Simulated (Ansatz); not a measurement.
# BH₃ (triplet): wave-function methods side by side, def2-TZVPP

The task here is to estimate one member of a computed series from the others.

Program: Ansatz 0.2.0, Gaussian basis. Level of theory: def2-TZVPP, core rule «outside noble gas», up to 1 orbitals frozen. These are calculated values, not measurements.

The runs, in order: UHF; ROHF; CCSD(T) on UHF.

2 further runs of the same task are left out: 2 set aside as unsound or not needed.

### The geometry

The geometry is a PBE0/def2-TZVP stationary point (not a proven minimum) of the parent state, kept for this charge and spin.

4 atoms, charge 0, spin multiplicity 3.

Atoms are counted from 1 here; the program's logs count them from 0.

Bond lengths: B1–H2 1.193 Å, B1–H3 1.193 Å, B1–H4 1.193 Å. Angles: H2–B1–H3 120.0°, H2–B1–H4 120.0°, H3–B1–H4 120.0°.

Set-up of the first run:

in.yaml reads:

```yaml
crystal:
  periodic: [false, false, false]
  atoms:
    - {symbol: B, position_ang: [0.000000, 0.000000, 0.000000]}
    - {symbol: H, position_ang: [1.193377, 0.014556, -0.000258]}
    - {symbol: H, position_ang: [-0.609294, 1.026213, -0.002837]}
    - {symbol: H, position_ang: [-0.584082, -1.040768, 0.003095]}
basis:
  gaussian: {orbitals: def2-TZVPP}
magnetization: {spin_polarized: true, initial_magnetization: 2}
hamiltonian: {xc: hf}
output: {orbitals: {seedname: orbitals}}
```

Command:

```sh
$ ansatz run in.yaml --threads 1 --pin off --events-out ev --progress --plain --max-ram 2816MiB --backend cpu
```

Among the steps run: UHF; ROHF; CCSD(T) on UHF.

One table of the session follows, with a row left open; its other results are not shown here.

| method | from UCCSD(T) (meV) |
| --- | --- |
| ROHF | +3705.6 |
| UHF | ? |
| UMP2 | +728.2 |
| UCCSD | +105.9 |
| UCCSD(T) | 0 |

**Question.** Estimate the row for UHF.

The run gave: from UCCSD(T) (meV): +3613.1. In the column «from UCCSD(T) (meV)» it lies between UMP2 (+728.2) and ROHF (+3705.6).

To keep in mind: Warnings: coupled cluster took another determinant than the lowest.
